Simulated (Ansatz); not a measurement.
How methods differ on SiH3F (SMILES F[SiH3])

SiH3F has 5 atoms, charge 0, and is taken as a singlet. As SMILES, `F[SiH3]`. The shape was relaxed beforehand at PBE0/def2-SVP.

```xyz
5

F    -1.2947    0.1656    0.8716
Si    0.0435   -0.0194   -0.0309
H    -0.3641   -0.1939   -1.4524
H     0.7765   -1.2230    0.4498
H     0.8888    1.1971    0.1204
```

Each level gives the dissociation energy of the Si2–F1 bond into doublet SiH3 and doublet F (shapes relaxed at PBE0/def2-SVP, no zero-point term) (eV). The values are calculated.

```
               level                    kind  program  value (eV)
       HF/def2-TZVPP            Hartree–Fock   Ansatz        4.95
      PBE/def2-TZVPP                     GGA   Ansatz        6.53
   r2SCAN/def2-TZVPP                meta-GGA   Ansatz        6.42
    B3LYP/def2-TZVPP           global hybrid   Ansatz        6.45
  PBE0-D4/def2-TZVPP           global hybrid   Ansatz        6.35
CAM-B3LYP/def2-TZVPP  range-separated hybrid   Ansatz        6.58
   B2PLYP/def2-TZVPP           double hybrid   Ansatz        6.54
  RPA@PBE/def2-TZVPP                     RPA   Ansatz        6.03
```

The values span 4.95 to 6.58 eV. Hartree–Fock misses the correlation of the electron pair that is broken and comes out low. Measured bond enthalpies also hold zero-point and thermal terms, a few tenths of an eV less.
